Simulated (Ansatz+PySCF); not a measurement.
**singlet LiF: levels of theory in one basis**

```xyz
2

Li    0.0000    0.0000   -1.0341
F     0.0000    0.0000    0.3447
```

Basis set: STO-3G (spherical functions). Correlated methods keep 1 orbital frozen. Charge 0, multiplicity 1.

Computed with Ansatz (development build ahead of 0.2.0) and PySCF 2.14.0; each method stands on the lowest determinant of its kind that the runs found.

```tsv
method	E − E(RHF) (eV)	<S²> of the determinant
RHF	0.00	–
RHF-MP2	-1.47	–
RHF-CCSD	-1.42	–
RHF-CCSD(T)	-1.75	–
full CI (lowest root of this spin)	-1.75	–
```

Caution for RHF-MP2, RHF-CCSD, RHF-CCSD(T): large share of triples, a single reference is doubtful.
